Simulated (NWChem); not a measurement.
System: sulfur dioxide (SO2); SMILES O=S=O

NWChem printed, in part:

```
             Northwest Computational Chemistry Package (NWChem) 7.3.0
             --------------------------------------------------------

 C2V symmetry detected

                             Geometry "geometry" -> ""
                             -------------------------

 Output coordinates in angstroms (scale by  1.889725989 to convert to a.u.)

  No.       Tag          Charge          X              Y              Z
 ---- ---------------- ---------- -------------- -------------- --------------
    1 O                    8.0000     1.25038100     0.00000000     0.37134150
    2 S                   16.0000     0.00000000     0.00000000    -0.37134150
    3 O                    8.0000    -1.25038100     0.00000000     0.37134150

 Effective nuclear repulsion energy (a.u.)     106.6927956085

      Symmetry information
      --------------------

 Group name             C2v
 Group number             16
 Group order               4
 No. of unique centers     2

                                 NWChem DFT Module
                                 -----------------

 Summary of "ao basis" -> "ao basis" (spherical)
 ------------------------------------------------------------------------------
       Tag                 Description            Shells   Functions and Types
 ---------------- ------------------------------  ------  ---------------------
 O                        aug-cc-pvdz                9       23   4s3p2d
 S                        aug-cc-pvdz               11       27   5s4p2d

      Symmetry analysis of basis
      --------------------------

        a1         29
        a2          9
        b1         22
        b2         13

            General Information
            -------------------
          SCF calculation type: DFT
          Wavefunction type:  closed shell.
          No. of atoms     :     3
          No. of electrons :    32
           Alpha electrons :    16
            Beta electrons :    16
          Charge           :     0
          Spin multiplicity:     1
          Use of symmetry is: off; symmetry adaption is: on
          Maximum number of iterations: 150
          AO basis - number of functions:    73
                     number of shells:    29
          Convergence on energy requested:  1.00D-06
          Convergence on density requested:  1.00D-05
          Convergence on gradient requested:  5.00D-04

              XC Information
              --------------
                         PBE0 Method XC Functional
                     Hartree-Fock (Exact) Exchange  0.250
          PerdewBurkeErnzerhof Exchange Functional  0.750
            Perdew 1991 LDA Correlation Functional  1.000 local
           PerdewBurkeErnz. Correlation Functional  1.000 non-local

             Grid Information
             ----------------
          Grid used for XC integration:  medium
          Radial quadrature: Mura-Knowles
          Angular quadrature: Lebedev.
          Tag              B.-S. Rad. Rad. Pts. Rad. Cut. Ang. Pts.
          ---              ---------- --------- --------- ---------
          O                   0.60       49          10.0       434
          S                   1.00       88           9.0       590
          Grid pruning is: on
          Number of quadrature shells:   186
          Spatial weights used:  Erf1

      Superposition of Atomic Density Guess
      -------------------------------------

 Sum of atomic energies:        -547.01246314

      Non-variational initial energy
      ------------------------------

 Total energy =    -547.839286
 1-e energy   =    -967.730230
 2-e energy   =     313.198149
 HOMO         =      -0.335679
 LUMO         =      -0.119286

      Symmetry analysis of molecular orbitals - initial
      -------------------------------------------------

  Numbering of irreducible representations:

     1 a1          2 a2          3 b1          4 b2

  Orbital symmetries:

     1 a1          2 b1          3 a1          4 a1          5 b1
     6 a1          7 b2          8 a1          9 b1         10 a1
    11 b1         12 b2         13 a1         14 a2         15 b1
    16 a1         17 b2         18 a1         19 b1         20 a1
    21 b2         22 a1         23 b1         24 a1         25 a2
    26 b1

   convergence    iter        energy       DeltaE   RMS-Dens  Diis-err
 ---------------- ----- ----------------- --------- --------- ---------
 d= 0,ls=0.0,diis     1   -548.1867063313 -6.55D+02  2.19D-02  1.16D+00
 d= 0,ls=0.0,diis     2   -547.9438556845  2.43D-01  1.26D-02  3.70D+00
 d= 0,ls=0.0,diis     3   -548.3183615852 -3.75D-01  1.55D-03  3.24D-02
 d= 0,ls=0.0,diis     4   -548.3214076980 -3.05D-03  3.05D-04  1.65D-03
 d= 0,ls=0.0,diis     5   -548.3215795336 -1.72D-04  2.71D-05  2.96D-06

 !! scf_movecs_sym_adapt:    2 vectors were symmetry contaminated

  Symmetry fudging
 d= 0,ls=0.0,diis     6   -548.3215799060 -3.72D-07  4.71D-06  8.02D-08

         Total DFT energy =     -548.321579905976
      One electron energy =     -967.072792691604
           Coulomb energy =      354.588750188597
    Exchange-Corr. energy =      -42.530333011498
 Nuclear repulsion energy =      106.692795608529

 Numeric. integr. density =       32.000000763344

                  Occupations of the irreducible representations
                  ----------------------------------------------

                     irrep           alpha         beta
                     --------     --------     --------
                     a1                8.0          8.0
                     a2                1.0          1.0
                     b1                5.0          5.0
                     b2                2.0          2.0

                       DFT Final Molecular Orbital Analysis
                       ------------------------------------

 Vector   14  Occ=2.000000D+00  E=-3.922159D-01  Symmetry=a2
              MO Center=  9.3D-10, -1.1D-09,  3.1D-01, r^2= 2.1D+00
   Bfn.  Coefficient  Atom+Function         Bfn.  Coefficient  Atom+Function
  ----- ------------  ---------------      ----- ------------  ---------------
     6      0.442764  1 O  py                56     -0.442764  3 O  py
     9      0.307844  1 O  py                59     -0.307844  3 O  py
    41      0.126199  2 S  d -2              12      0.058687  1 O  py
    62     -0.058687  3 O  py

 Vector   15  Occ=2.000000D+00  E=-3.782509D-01  Symmetry=b1
              MO Center=  5.0D-09,  4.8D-10,  2.6D-01, r^2= 2.2D+00
   Bfn.  Coefficient  Atom+Function         Bfn.  Coefficient  Atom+Function
  ----- ------------  ---------------      ----- ------------  ---------------
     5      0.337907  1 O  px                55      0.337907  3 O  px
     7     -0.309081  1 O  pz                57      0.309081  3 O  pz
    10     -0.239470  1 O  pz                60      0.239470  3 O  pz
     8      0.203832  1 O  px                58      0.203832  3 O  px
    44      0.123275  2 S  d  1               4      0.061584  1 O  s

 Vector   16  Occ=2.000000D+00  E=-3.502170D-01  Symmetry=a1
              MO Center= -4.1D-09, -9.1D-11,  1.2D-02, r^2= 2.2D+00
   Bfn.  Coefficient  Atom+Function         Bfn.  Coefficient  Atom+Function
  ----- ------------  ---------------      ----- ------------  ---------------
     7      0.397591  1 O  pz                57      0.397591  3 O  pz
    27      0.313296  2 S  s                 34     -0.272965  2 S  pz
    10      0.252195  1 O  pz                60      0.252195  3 O  pz
    37     -0.152633  2 S  pz                45     -0.136298  2 S  d  2
    26      0.133060  2 S  s                 43      0.091509  2 S  d  0

[...]

                                NWChem TDDFT Module
                                -------------------

            General Information
            -------------------
           No. of orbitals :     146
            Alpha orbitals :      73
             Beta orbitals :      73
        Alpha frozen cores :       0
         Beta frozen cores :       0
     Alpha frozen virtuals :       0
      Beta frozen virtuals :       0
         Spin multiplicity :       1
    Number of AO functions :      73
        Use of symmetry is : off
      Symmetry adaption is : on
         Schwarz screening :  0.10D-07

              XC Information
              --------------
                  PBE0 Method XC Functional
              Hartree-Fock (Exact) Exchange   0.25
   PerdewBurkeErnzerhof Exchange Functional   0.75
     Perdew 1991 LDA Correlation Functional   1.00 local
    PerdewBurkeErnz. Correlation Functional   1.00 non-local

             TDDFT Information
             -----------------
          Calculation type : Tamm-Dancoff TDDFT
         Wavefunction type : Restricted singlets
          No. of electrons :      32
           Alpha electrons :      16
            Beta electrons :      16
              No. of roots :       6
          Max subspacesize :    5200
            Max iterations :     100
               Target root :       1
           Target symmetry : none
      Symmetry restriction : off
                 Algorithm : Optimal
        Davidson threshold :  0.10D-03

    6 smallest eigenvalue differences (eV)
--------------------------------------------------------
  No. Spin  Occ  Vir  Irrep   E(Occ)    E(Vir)   E(Diff)
--------------------------------------------------------
    1    1   16   17 b2       -0.350    -0.137     5.803
    2    1   15   17 a2       -0.378    -0.137     6.565
    3    1   14   17 b1       -0.392    -0.137     6.945
    4    1   16   18 a1       -0.350     0.013     9.879
    5    1   13   17 b2       -0.516    -0.137    10.327
    6    1   16   19 b1       -0.350     0.030    10.340
--------------------------------------------------------

  Entering Davidson iterations
  Restricted singlet excited states

  Iter   NTrls   NConv    DeltaV     DeltaE      Time
  ----  ------  ------  ---------  ---------  ---------
    1      6       0     0.34E+00   0.10+100        9.5
    2     12       0     0.98E-01   0.94E-01        9.5
    3     18       0     0.22E-01   0.13E-01        9.5
    4     24       0     0.73E-02   0.15E-02        9.5
    5     30       3     0.22E-02   0.72E-04        9.5
    6     33       4     0.62E-03   0.75E-05        8.5
    7     35       5     0.29E-03   0.74E-06        8.0
    8     36       6     0.87E-04   0.97E-07        7.3
  ----  ------  ------  ---------  ---------  ---------
  Convergence criterion met

  Ground state a1       -548.321579905976 a.u.

  ----------------------------------------------------------------------------
  Root   1 singlet b2             0.145628888 a.u.                3.9628 eV
  ----------------------------------------------------------------------------
     Transition Moments    X  0.00000   Y  0.26351   Z  0.00000
     Dipole Oscillator Strength                    0.0067415893
     Electric Quadrupole                           0.0000000220
     Magnetic Dipole                               0.0000019174
     Total Oscillator Strength                     0.0067435287

     Occ.   10  a1  ---  Virt.   17  b2       0.05793
     Occ.   13  a1  ---  Virt.   17  b2      -0.07341
     Occ.   16  a1  ---  Virt.   17  b2      -0.99204
  ----------------------------------------------------------------------------
  Root   2 singlet a2             0.158337748 a.u.                4.3086 eV
  ----------------------------------------------------------------------------
     Transition Moments    X  0.00000   Y  0.00000   Z -0.00000
     Dipole Oscillator Strength                    0.0000000000
     Electric Quadrupole                           0.0000000006
     Magnetic Dipole                               0.0000003479
     Total Oscillator Strength                     0.0000003485

     Occ.   15  b1  ---  Virt.   17  b2       0.99847
  ----------------------------------------------------------------------------
  Root   3 singlet b1             0.241139574 a.u.                6.5617 eV
  ----------------------------------------------------------------------------
     Transition Moments    X  0.66571   Y  0.00000   Z -0.00000
     Dipole Oscillator Strength                    0.0712431054
     Electric Quadrupole                           0.0000000800
     Magnetic Dipole                               0.0000000085
     Total Oscillator Strength                     0.0712431939

     Occ.   11  b1  ---  Virt.   22  a1       0.06166
     Occ.   14  a2  ---  Virt.   17  b2       0.87593
     Occ.   15  b1  ---  Virt.   18  a1       0.28234
     Occ.   15  b1  ---  Virt.   20  a1      -0.05693
     Occ.   15  b1  ---  Virt.   22  a1      -0.13814
     Occ.   15  b1  ---  Virt.   27  a1      -0.09077
     Occ.   15  b1  ---  Virt.   33  a1       0.07268
     Occ.   16  a1  ---  Virt.   19  b1       0.25169
     Occ.   16  a1  ---  Virt.   23  b1       0.17883
  ----------------------------------------------------------------------------
  Root   4 singlet b2             0.303555041 a.u.                8.2602 eV
  ----------------------------------------------------------------------------
     Transition Moments    X  0.00000   Y -0.12910   Z -0.00000
     Dipole Oscillator Strength                    0.0033727199
     Electric Quadrupole                           0.0000000884
     Magnetic Dipole                               0.0000004682
     Total Oscillator Strength                     0.0033732765

     Occ.   13  a1  ---  Virt.   17  b2      -0.99053
     Occ.   14  a2  ---  Virt.   19  b1      -0.07034
     Occ.   16  a1  ---  Virt.   17  b2       0.06719
  ----------------------------------------------------------------------------
  Root   5 singlet a1             0.309022093 a.u.                8.4089 eV
  ----------------------------------------------------------------------------
     Transition Moments    X  0.00000   Y -0.00000   Z  0.53095
     Dipole Oscillator Strength                    0.0580782151
     Electric Quadrupole                           0.0000001260
     Magnetic Dipole                               0.0000000000
     Total Oscillator Strength                     0.0580783411

     Occ.   12  b2  ---  Virt.   17  b2      -0.06289
     Occ.   16  a1  ---  Virt.   18  a1      -0.97249
     Occ.   16  a1  ---  Virt.   20  a1       0.14012
     Occ.   16  a1  ---  Virt.   22  a1       0.15595
  ----------------------------------------------------------------------------
  Root   6 singlet b1             0.327547221 a.u.                8.9130 eV
  ----------------------------------------------------------------------------
     Transition Moments    X -0.10102   Y  0.00000   Z -0.00000
     Dipole Oscillator Strength                    0.0022285769
     Electric Quadrupole                           0.0000000078
     Magnetic Dipole                               0.0000032349
     Total Oscillator Strength                     0.0022318196

     Occ.   15  b1  ---  Virt.   18  a1      -0.65997
     Occ.   15  b1  ---  Virt.   22  a1       0.09758
     Occ.   16  a1  ---  Virt.   19  b1       0.73399
     Occ.   16  a1  ---  Virt.   23  b1       0.09920

              Target root =      1
          Target symmetry = none
      Ground state energy =   -548.321579905976
        Excitation energy =      0.145628887840
     Excited state energy =   -548.175951018136

  stored tddft:energy   -548.17595101813629
```

Level: PBE0/aug-cc-pVDZ, TDA. Coordinates come from a PBE0/def2-SVP optimisation.

Q: Write an input that gives this output.

A: One answer among several that fit: the input that was run:
```
start job
memory heap 200 mb stack 900 mb global 1100 mb
geometry units angstroms noautoz
  O      1.250381     0.000000     0.373591
  S      0.000000     0.000000    -0.369092
  O     -1.250381     0.000000     0.373591
end
basis spherical
  * library aug-cc-pvdz
end
dft
  xc pbe0
  iterations 150
end
tddft
  cis
  nroots 6
  notriplet
end
task tddft energy
```
